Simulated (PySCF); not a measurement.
# How the functional moves excitation energies

C₃H₂ClS₂ (charge +1).
Geometry (PBE0-D3(BJ)/def2-SVP, Å), atoms numbered from 1 in this order:
```
atom  x, y, z in Å
Cl1   -1.2587    1.1400   -2.1712
C2    -0.4756    0.4390   -0.8550
C3    -0.9362    0.4159    0.4318
S4     0.0674   -0.3673    1.5707
C5     1.2678   -0.7881    0.4905
S6     1.0606   -0.3378   -1.1060
H7    -1.8805    0.8558    0.7621
H8     2.1587   -1.3366    0.8153
```

Linear-response calculations in the def2-SVPD basis (PySCF; singlets by full response, triplets Tamm–Dancoff, core orbitals frozen in the response; HF means time-dependent Hartree–Fock). 'Strongest' is the level of largest summed f among the singlets computed (10 roots, of which the last may lack a degenerate partner); it can jump between rows when another state enters that window. S1 is the lowest singlet of each run and needn't be the same state throughout; f(S1) is that of one state. Isolated species at its PBE0-D3(BJ)/def2-SVP geometry, gas phase.

```csv
functional,kind,S1 (eV),f(S1),strongest (eV),T1 (eV),HOMO (eV),gap (eV),"ionisation energy, ΔSCF (eV)"
LDA,LDA,3.65,0.031,5.77,2.88,-12.02,3.11,14.99
PBE,GGA,3.65,0.032,6.22,2.79,-11.87,3.12,14.78
B3LYP,"global hybrid, 20% exact exchange",4.02,0.045,6.18,2.95,-12.69,4.54,14.88
PBE0,"global hybrid, 25% exact exchange",4.16,0.048,6.32,2.98,-12.95,4.95,14.94
BHandHLYP,"global hybrid, 50% exact exchange",4.50,0.061,6.67,3.10,-13.82,6.76,14.84
CAM-B3LYP,range-separated hybrid,4.41,0.057,6.47,3.11,-14.13,7.21,14.98
LC-wPBE,range-separated hybrid,4.70,0.064,6.68,3.20,-15.48,9.48,15.18
HF,Hartree–Fock,4.99,0.073,7.12,3.13,-15.13,10.49,not settled
```

Question: What does wB97X-D (range-separated hybrid) give?

Answer: S1 (eV) 4.41, f(S1) 0.058, strongest (eV) 6.49, T1 (eV) 3.15, HOMO (eV) -14.71, gap (eV) 8.39, ionisation energy, ΔSCF (eV) 15.01. S1 runs from 3.65 eV (LDA) to 4.99 eV (HF), a spread of 1.34 eV, while the orbital gap spreads over 7.4 eV. Along PBE (0%), B3LYP (20%), PBE0 (25%), BHandHLYP (50%), HF (100%) S1 rises with the share of exact exchange. −ε(HOMO) comes closest to its own ΔSCF ionisation energy with LC-wPBE (+0.30 eV) and misses most with LDA (-2.97 eV). 'Not settled' means that the ion's SCF failed to converge or may have ended in another state than the lowest.
